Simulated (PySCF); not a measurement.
# F: electron affinity

F⁻ [Ne] (1S) → F [He] 2s2 2p5 (2P), as a difference of total energies. All numbers are calculated (PySCF 2.14, scalar relativity by spin-free X2C-1e, in aug-cc-pCVTZ-DK (7s6p4d2f, 59 functions)). Correlated levels: valence: 1s2 frozen; valence and next inner shell: nothing frozen. The calculations carry no spin-orbit coupling.

```
                                method  electron affinity (eV)
                                   UHF                   1.184
                                   LDA                   4.119
                                   PBE                   3.646
                                  PBE0                   3.234
                                r2SCAN                   3.307
                             BHandHLYP                   2.901
                                 B3LYP                   3.523
                                M06-2X                   3.289
                                  TPSS                   3.407
                         MP2 (valence)                   3.634
                     SCS-MP2 (valence)                   3.448
    MP2 (valence and next inner shell)                   3.640
SCS-MP2 (valence and next inner shell)                   3.451
```

Task: How much does correlation contribute at MP2 (valence and next inner shell)?

Result: 3.640 − (1.184) = 2.456 eV, measured against UHF.

A first-order spin-orbit estimate (lowest level to lowest level, LS coupling) adds -0.017 eV.

Errors of the correlated levels include the incompleteness of this basis and the frozen core.

In the anion the highest occupied orbital energy is positive at LDA, PBE, r2SCAN, B3LYP, TPSS, a self-interaction effect; the basis confines that electron, and the energy difference can still be sensible.

For comparison: 3.401 eV (measured; photodetachment measurements, as compiled on the Wikipedia data page of electron affinities).
